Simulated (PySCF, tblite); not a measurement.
Species: 3-methylisoxazole, C4H5NO.
SMILES: `CC1=NOC=C1`

Theory: PBE0/pcSseg-1 in PySCF (dipole) on a GFN2-xTB geometry, gas phase.

Take the most abundant isotopes and a rigid rotor. 

Give the principal moments of inertia and the rotational constants in MHz.

Ia = 54.05, Ib = 141.79, Ic = 192.70 u·Å²; 505379 MHz·u·Å²/I gives A = 9351, B = 3564, C = 2623 MHz.

Classify the top.

An asymmetric top: κ = (2 × 3564 − 9351 − 2623)/(9351 − 2623) = -0.72.

What does the inertial defect say?

Not planar: Δ = Ic − Ia − Ib = -3.13 u·Å². For a rigid frame Δ = −2 Σ m c², so Σ m c² = 1.57 u·Å² lies off the ab plane, practically all of it from hydrogen. The atom farthest from that plane is 0.90 Å away.

Give the coordinates in the principal-axis frame, origin at the centre of mass.

The sense of each axis is arbitrary; atoms in the order of the calculation.
```csv
atom,mass (u),a (Å),b (Å),c (Å)
C1,12.000,-2.182,0.003,-0.001
C2,12.000,-0.699,0.036,0.001
C3,12.000,0.148,1.179,0.000
C4,12.000,1.399,0.648,-0.001
O5,15.995,1.324,-0.685,-0.001
N6,14.003,0.022,-1.053,0.001
H7,1.008,-2.570,0.546,0.859
H8,1.008,-2.565,0.478,-0.903
H9,1.008,-2.523,-1.027,0.036
H10,1.008,-0.141,2.209,0.002
H11,1.008,2.379,1.083,-0.002
```

Where do the levels up to J = 4 lie, in MHz?

Above 0(0,0):
J = 1: 1(0,1) 6187, 1(1,1) 11973, 1(1,0) 12915
J = 2: 2(0,2) 18455, 2(1,2) 23406, 2(1,1) 26231, 2(2,1) 43590, 2(2,0) 43696
J = 3: 3(0,3) 36601, 3(1,3) 40491, 3(1,2) 46134, 3(2,2) 62151, 3(2,1) 62672, 3(3,1) 93500, 3(3,0) 93508
J = 4: 4(0,4) 60363, 4(1,4) 63165, 4(1,3) 72530, 4(2,3) 86817, 4(2,2) 88324, 4(3,2) 118439, 4(3,1) 118491, 4(4,1) 162069, 4(4,0) 162069
The levels of one J sum to (2J + 1)J(J + 1)(A + B + C)/3.

Predict some low-J microwave lines.

The dipole components are |μa| = 0.63 D, |μb| = 2.96 D, |μc| = 0.01 D. The squared components, which scale the intensities, stand as 0.05 : 1.00 : 0.00 (a : b : c). Some lines, for components of 0.1 D or more:

```tsv
type	branch	J(Ka,Kc)	MHz	lower level (cm⁻¹)
a	Q	3(2,1) ← 3(2,2)	521	2.073
b	R	3(1,2) ← 2(2,1)	2544	1.454
b	Q	4(2,2) ← 4(1,3)	15793	2.419
b	Q	3(2,1) ← 3(1,2)	16538	1.539
a	R	3(2,1) ← 2(2,0)	18976	1.458
b	Q	2(2,1) ← 2(1,2)	20184	0.781
b	Q	3(2,2) ← 3(1,3)	21660	1.351
a	R	4(3,1) ← 3(3,0)	24984	3.119
a	R	4(2,2) ← 3(2,1)	25652	2.091
a	R	4(1,3) ← 3(1,2)	26396	1.539
b	R	2(2,1) ← 1(1,0)	30675	0.431
b	Q	3(3,1) ← 3(2,2)	31349	2.073
b	R	2(2,0) ← 1(1,1)	31723	0.399
b	Q	5(5,1) ← 5(4,2)	56098	6.446
b	R	5(3,3) ← 4(2,2)	61343	2.946
b	R	4(4,0) ← 3(3,1)	68569	3.119
b	R	5(4,1) ← 4(3,2)	74804	3.951
```

Its GFN2-xTB frequencies are all real (lowest 88 cm⁻¹). No vibrational averaging or centrifugal distortion is included, and the geometry carries the error of its method. A rigid rotor knows nothing of internal rotation, which can split or shift real lines. Quadrupole hyperfine structure (14N) is left out.

The run took 9.7 s wall on an Arm Neoverse V1 with one thread, no GPU (shared host). This is the PBE0/pcSseg-1 job that gave the dipole, with the shieldings it also computed.
